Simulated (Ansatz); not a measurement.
## How methods differ on BH2O (SMILES [BH]O)

BH2O: 4 atoms, total charge 0, spin state doublet. As SMILES, `[BH]O`. The shape is that of a PBE0-D4/def2-TZVP optimisation.

```xyz
4

B    -0.0061   -0.4855    0.3883
O     0.1197    0.5445   -0.4486
H    -1.0642   -1.0324    0.5403
H     1.0061    0.9132   -0.5003
```

Each level gives the energy change with the B1–H3 bond stretched from 1.201 to 2.402 Å (eV). The values are calculated.

| level | kind | program | value (eV) | less FCI/STO-3G | CPU time (all runs) |
| --- | --- | --- | --- | --- | --- |
| UHF/STO-3G | Hartree–Fock | Ansatz | 3.89 | +0.19 | 0.1 s |
| USVWN5/STO-3G | LDA | Ansatz | 4.37 | +0.67 | 0.97 s |
| U-revPBE/STO-3G | GGA | Ansatz | 3.95 | +0.25 | 1.7 s |
| U-r2SCAN/STO-3G | meta-GGA | Ansatz | 4.08 | +0.38 | 4.1 s |
| UBHLYP/STO-3G | global hybrid | Ansatz | 4.17 | +0.47 | 1.6 s |
| U-wB97M-V/STO-3G | range-separated hybrid | Ansatz | 4.06 | +0.36 | 21 s |
| UCCSDT(Q)/STO-3G | coupled cluster or CI | Ansatz | 3.71 | +0.01 | 0.89 s |
| FCI/STO-3G | exact in the basis | Ansatz | 3.70 | 0.00 | 0.75 s |

FCI/STO-3G is exact within its basis and frozen core, so for wave-function methods in that basis the difference is their error; functionals converge differently with the basis, so for them it is only a difference. The first shape isn't each level's own minimum. The values span 3.70 to 4.37 eV. Spin contamination of the reference (⟨S²⟩ at least 0.1 too high) touches UHF/STO-3G, U-r2SCAN/STO-3G, UBHLYP/STO-3G, UCCSDT(Q)/STO-3G. All rows use very small basis sets, so none should be taken for the real molecule's value. Times are those of the runs behind each value, whatever else they computed, on shared processors of several kinds: orders of magnitude only.
